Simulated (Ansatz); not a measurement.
**BF2 (SMILES F[B]F): UHF/cc-pVTZ**

What is the energy change on altering one bond length of BF2 at UHF/cc-pVTZ? 

The results are computed with Ansatz 0.2.0.

39 further runs of the same task are left out: 39 set aside as unsound or not needed.

## 1. The molecule

The species is BF2 (3 atoms), meant as a doublet with charge 0. As SMILES, `F[B]F`. The coordinates come from a PBE0-D4/def2-TZVP relaxation.

Bond lengths: F1–B2 1.306 Å, B2–F3 1.306 Å. Angles: F1–B2–F3 121.1°.

## 2. The energy at UHF/cc-pVTZ

File in.yaml:

```yaml
crystal:
  periodic: [false, false, false]
  atoms:
    - {symbol: F, position_ang: [0.513100, -1.044300, 0.160000]}
    - {symbol: B, position_ang: [0.279000, 0.240500, 0.181300]}
    - {symbol: F, position_ang: [-0.802900, 0.738900, -0.354600]}
basis:
  gaussian:
    orbitals: cc-pVTZ
magnetization:
  spin_polarized: true
  initial_magnetization: 1
accuracy: high
hamiltonian:
  xc: hf
output: {orbitals: {seedname: orbitals}}
```

The run is started by

```bash
$ ansatz run in.yaml --threads 1 --pin off --max-ram 3480MiB --events-out events.jsonl --progress --plain --runs-dir runs
```

Log:

```text
Warning: RAYON_NUM_THREADS=1 ignored (pool sized by the plan → 1); use --threads N
Functional definition: HF
  name "HF"
  exchange = exact_x
  correlation = 0
1422 factors; integrals over basis functions are off by at most 2.9e-9 eV
mean field evaluation 1: about -6085.1991 eV, gradient 2.2e1 eV
mean field evaluation 2: about -6085.2049 eV, gradient 2.2e1 eV
mean field evaluation 4: about -6087.3021 eV, gradient 2.4e0 eV
mean field evaluation 8: about -6087.3889 eV, gradient 1.3e-1 eV
mean field -6087.38906031 eV, -223.7074217860 hartree, gradient 1.8e-8 eV, S^2 0.752194; 0 other end points of the search recorded, 0 dependent functions left out
reference -6087.38906031 eV, -223.7074217860 hartree; 12, 11 occupied and 78, 79 virtual orbitals, 1422 factors
Total energy: -6087.38906031 eV, -223.7074217860 hartree
```

Wall time 1.6 s (1 thread of Arm Neoverse V2, shared host); peak memory 0.19 GiB.

## 3. The distorted shape

File input.yaml:

```yaml
crystal:
  periodic: [false, false, false]
  atoms:
    - {symbol: F, position_ang: [0.583336, -1.429774, 0.153609]}
    - {symbol: B, position_ang: [0.279000, 0.240500, 0.181300]}
    - {symbol: F, position_ang: [-0.802900, 0.738900, -0.354600]}
basis:
  gaussian:
    orbitals: cc-pVTZ
magnetization:
  spin_polarized: true
  initial_magnetization: 1
hamiltonian:
  xc: hf
accuracy: high
output: {orbitals: {seedname: orbitals}}
```

The run is started by

```bash
$ ansatz run input.yaml --threads 1 --pin off --max-ram 3480MiB --events-out events.jsonl --progress --plain --runs-dir runs
```

Log:

```text
Warning: RAYON_NUM_THREADS=1 ignored (pool sized by the plan → 1); use --threads N
[... 4 set-up lines as earlier in the session ...]
1395 factors; integrals over basis functions are off by at most 3.5e-9 eV
mean field evaluation 1: about -6082.1977 eV, gradient 2.6e1 eV
mean field evaluation 2: about -6082.2032 eV, gradient 2.6e1 eV
mean field evaluation 4: about -6085.2623 eV, gradient 2.9e0 eV
mean field evaluation 8: about -6085.4213 eV, gradient 2.9e-1 eV
mean field -6085.42298160 eV, -223.6351697259 hartree, gradient 8.2e-8 eV, S^2 0.758758; 0 other end points of the search recorded, 0 dependent functions left out
reference -6085.42298160 eV, -223.6351697259 hartree; 12, 11 occupied and 78, 79 virtual orbitals, 1395 factors
Total energy: -6085.42298160 eV, -223.6351697259 hartree
```

Run time: 1.7 s. Hardware: 1 thread of Arm Neoverse V2, shared host; peak memory 0.18 GiB.

## 4. Results

At UHF/cc-pVTZ:

| quantity | value |
| --- | --- |
| first shape: total energy | -223.70742 Eh |
| first shape: HOMO energy (highest over α and β) | -11.25 eV |
| first shape: LUMO energy (lowest over α and β) | 1.89 eV |
| first shape: ⟨S²⟩ | 0.752 |
| distorted shape: total energy | -223.63517 Eh |
| distorted shape: HOMO energy (highest over α and β) | -12.67 eV |
| distorted shape: LUMO energy (lowest over α and β) | 0.70 eV |
| distorted shape: ⟨S²⟩ | 0.759 |
| energy change with the F1–B2 bond stretched from 1.306 to 1.698 Å | 1.966 eV |

**Reading.** With the F1–B2 bond stretched from 1.306 to 1.698 Å the energy rises by 1.97 eV (190 kJ/mol). The first shape isn't relaxed at this level, so the change isn't measured from a minimum.
